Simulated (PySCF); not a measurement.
Species: ClH4PSi (charge +1 and doublet state).
Atom-mapped SMILES: `[PH2+:1][SiH2:2][Cl:3]` (hydrogens: H4, H5 on P1; H6, H7 on Si2)

Structure used (GFN2-xTB), in Å, numbered top down from 1:
```xyz
7
ClH4PSi angstrom
P      1.278   -0.318    0.339
Si    -1.101   -0.073    0.009
Cl    -1.413    1.828   -0.412
H      2.006   -0.721   -0.776
H      1.980    0.851    0.606
H     -1.198   -1.013   -1.102
H     -1.548   -0.548    1.309
```

The hyperfine couplings belong to this conformer and change with its torsions.

Level of theory: UKS B3LYP, pcH-1 on Cl H P Si, non-relativistic, mean-field spin-orbit, GIAO (PySCF). One conformer (not necessarily the lowest) at the GFN2-xTB geometry, without solvent, vibrations or thermal averaging. Couplings are sensitive to structure, and on GFN2-xTB geometries they can be far from those on DFT ones, by a factor of two or more for some ions and for spin on atoms past the first row. Stability of the SCF solution: not tested.

Q: Break the g tensor into its mass correction, gauge correction and orbital-Zeeman/spin–orbit terms.

A: 
| Δg (ppt) | 1 | 2 | 3 |
| --- | --- | --- | --- |
| relativistic mass correction | -0.19 | -0.19 | -0.19 |
| gauge correction | 0.00 | 0.05 | 0.05 |
| orbital Zeeman/spin–orbit | 2.31 | 6.95 | 12.13 |
| total | 2.12 | 6.80 | 11.99 |

So g = 2.00444, 2.00912, 2.01430 and g_iso = 2.00929; the tensor is rhombic: the two nearest values differ by 47 % of g3 − g1. 

Q: Average each term over the three axes. Which is largest in size?

A: The orbital-Zeeman/spin–orbit term 7.13, the mass correction -0.19 and the gauge correction 0.03 ppt, for a total of 6.97 ppt. The orbital-Zeeman/spin–orbit term is the largest in size. The mass correction is the same along every axis, so the anisotropy comes from the other two: their spans along these axes are 0.05 (gauge) and 9.82 ppt (orbital Zeeman/spin–orbit).

Q: What are the electron Larmor frequencies g μB B/h along the three axes at 1200 mT?

A: 33.6655, 33.7442, 33.8312 GHz for g1, g2 and g3, a range of 165.7 MHz.

Q: In a frozen sample, at which fields do the three g values resonate at 9.5, 34, 94 and 263 GHz (hyperfine left aside), and which band first spreads them over more than twice a line width of 0.5 mT?

A: 
```tsv
band	GHz	B(g3) mT	B(g2) mT	B(g1) mT	spread mT
X	9.5	336.97	337.84	338.63	1.66
Q	34.0	1205.99	1209.10	1211.92	5.94
W	94.0	3334.20	3342.79	3350.61	16.41
J	263.0	9328.66	9352.71	9374.58	45.92
```

The spread grows in proportion to the frequency. X band is the first where it exceeds 1.0 mT.

The largest Mulliken spin population is on P1 (+0.94). The angles at P1 add up to 329.5°, so it is pyramidal.

The HOMO–LUMO gaps are 7.51 eV among the α and 3.55 eV among the β orbitals.
